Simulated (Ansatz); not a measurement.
Compare A (`OC(F)=C(F)F`) with its isomer B (`FC1OC1(F)F`).

Calculated with Ansatz (gas phase, PBE0-D4/def2-TZVP geometries, no zero-point term in ΔE). CCSD(T)/CBS is the MP2 limit (def2-TZVPP, def2-QZVPP) plus CCSD(T) − MP2 in def2-TZVPP, frozen cores. Functionals use def2-TZVPP. B3LYP here is the variant with VWN-RPA as its local correlation; programs differ in this. Each species was taken in one conformer, which may not be the lowest.

**Question.** Which isomer does CCSD(T)/CBS put lower? Give the gap. (An estimate is asked.)

**Answer.** The calculation gave: B, by 19.7 kJ/mol.

**Question.** Give E(B) − E(A) in kJ/mol with PBE0-D4, LDA (SPW92), B3LYP, B2PLYP, ωB97M-V, BLYP-D4, HF/def2-TZVPP. (An estimate is asked.)

**Answer.** The calculation gave: PBE0-D4 -24.6, LDA (SPW92) -19.4, B3LYP -9.2, B2PLYP -18.1, ωB97M-V -23.7, BLYP-D4 -4.4, HF/def2-TZVPP -20.0. None reverses the order clearly.

**Question.** Does the order hold for the free energy at 298.15 K (harmonic terms from PBE0-D4)? (Best estimate.)

**Answer.** Ansatz gave: Yes: G(B) − G(A) = -14.3 kJ/mol, for one conformer each.

Largest T1 diagnostic: 0.013.

From BLYP to BHLYP (50 % exact exchange), in def2-TZVPP and without D4, E(B) − E(A) moves by −10.6 kJ/mol. At CCSD(T), def2-SVP lies −13.1 kJ/mol from the extrapolated value and def2-TZVPP −5.4 kJ/mol.
